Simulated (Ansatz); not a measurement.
**C₂H₂O₂S: one species, many methods**

How much do the methods differ for C₂H₂O₂S? The plan is to run it at one geometry with functionals of several rungs and with coupled cluster, and see how far each lands from CCSD(T) at the basis-set limit for the atomisation energy.

Computed with Ansatz 0.2.0, Gaussian basis. Level: functionals in def2-TZVPP, the program's frozen cores in correlated methods.

Plan: LDA (SPW92), PBE-D4, revPBE-D4, BLYP-D4, r2SCAN-D4, B97M-V, PBE0-D4, B3LYP-D4, r2SCANh-D4, r2SCAN0-D4, HSE06-D4, BHLYP-D4, CAM-B3LYP-D4, LC-ωPBE, ωB97X-V, ωB97M-V, B2PLYP, PBE-QIDH; CCSD(T)/def2-SVP; CCSD(T)/def2-TZVPP; MP2/def2-QZVPP; extrapolation to the limit; RPA on PBE.

## (1) The geometry

The geometry comes from an earlier relaxation with PBE0-D4 in a triple-zeta def2 set; it is a stationary point, not always the lowest conformer.

SMILES `O=C1SC1O`, 7 atoms, charge 0, spin multiplicity 1.

Atoms are counted from 1 here; the program's logs count them from 0.

Bond lengths: O1–C2 1.188 Å, C2–S3 1.742 Å, C2–C4 1.460 Å, S3–C4 1.902 Å, C4–O5 1.357 Å, C4–H6 1.085 Å, O5–H7 0.964 Å. Angles: O1–C2–S3 142.3°, O1–C2–C4 145.1°, S3–C2–C4 72.3°, C2–S3–C4 47.0°, C2–C4–S3 60.8°, C2–C4–O5 123.1°, C2–C4–H6 119.6°, S3–C4–O5 120.8°, S3–C4–H6 112.1°, O5–C4–H6 111.2°, C4–O5–H7 110.1°.

## (2) LDA

This LDA is Slater exchange with PW92 correlation.

Contents of in.yaml:

```yaml
crystal:
  periodic: [false, false, false]
  atoms:
    - {symbol: O, position_ang: [-0.595329, 1.981098, 0.080474]}
    - {symbol: C, position_ang: [-0.278056, 0.883194, 0.405168]}
    - {symbol: S, position_ang: [0.589422, 0.005238, 1.635167]}
    - {symbol: C, position_ang: [-0.232608, -0.519074, 0.001771]}
    - {symbol: O, position_ang: [0.514683, -0.966981, -1.039108]}
    - {symbol: H, position_ang: [-1.097303, -1.152733, 0.166163]}
    - {symbol: H, position_ang: [1.160492, -0.298641, -1.295334]}
basis:
  gaussian: {orbitals: def2-TZVPP}
hamiltonian: {xc: lda}
output: {orbitals: {seedname: orbitals}}
```

Started as:

```bash
$ ansatz run in.yaml --threads 2 --pin off --events-out ev --progress --plain --max-ram 4352MiB
```

After this run come: PBE-D4 (GGA); revPBE-D4 (GGA); BLYP-D4 (GGA); r2SCAN-D4 (meta-GGA); B97M-V (meta-GGA); B3LYP-D4 (hybrid); r2SCANh-D4 (hybrid); r2SCAN0-D4 (hybrid); HSE06-D4 (hybrid); BHLYP-D4 (hybrid); CAM-B3LYP-D4 (range-separated); LC-ωPBE (range-separated); ωB97X-V (range-separated); ωB97M-V (range-separated); B2PLYP (double hybrid); PBE-QIDH (double hybrid); CCSD(T) in def2-SVP; CCSD(T) in def2-TZVPP; MP2 in def2-QZVPP; RPA on PBE orbitals.

Q: Predict the results of all the runs planned. Wanted: atomisation energy, CCSD(T)/CBS; farthest beyond LDA; mean size of error, GGA; mean size of error, meta-GGA; mean size of error, hybrid; mean size of error, range-separated; mean size of error, double hybrid; gap, smallest and largest; T1 diagnostic.

**Answer**, as computed:

```
                               quantity                                                           value
        atomisation energy, CCSD(T)/CBS                                                       29.907 eV
    functionals within 0.150 eV (0.5 %)  B3LYP-D4, r2SCANh-D4, CAM-B3LYP-D4, LC-ωPBE, ωB97X-V, PBE-QIDH
                    farthest beyond LDA                                              PBE-D4 (+2.011 eV)
                mean size of error, GGA                                                        1.164 eV
           mean size of error, meta-GGA                                                        0.455 eV
             mean size of error, hybrid                                                        0.629 eV
    mean size of error, range-separated                                                        0.105 eV
      mean size of error, double hybrid                                                        0.172 eV
              gap, smallest and largest                       3.70 eV (LDA (SPW92)), 11.11 eV (LC-ωPBE)
                          T1 diagnostic                                                          0.0176
triples share of the correlation energy                                                           4.8 %
```

LDA overbinds by 6.760 eV (23 %). PBE-D4 misses by +2.011 eV. Double hybrids carry the basis error of their MP2 part in triple zeta, and no dispersion term here, so their miss is partly the set-up's. By mean error the best rung here is range-separated (0.105 eV) and the worst beyond LDA is GGA (1.164 eV). The gap between the best rungs is small, so their order is not settled. The reference freezes the cores and leaves out relativity and excitations past (T), so misses under about 0.150 eV can't be ranked. Hartree-Fock recovers 63 % of the binding; the rest is correlation. CCSD(T) in def2-SVP is off by -1.929 eV, more than most functionals: a good method in a small basis is no reference. The gap grows from 3.7 to 11.1 eV across the functionals, mostly with the share of exact exchange.
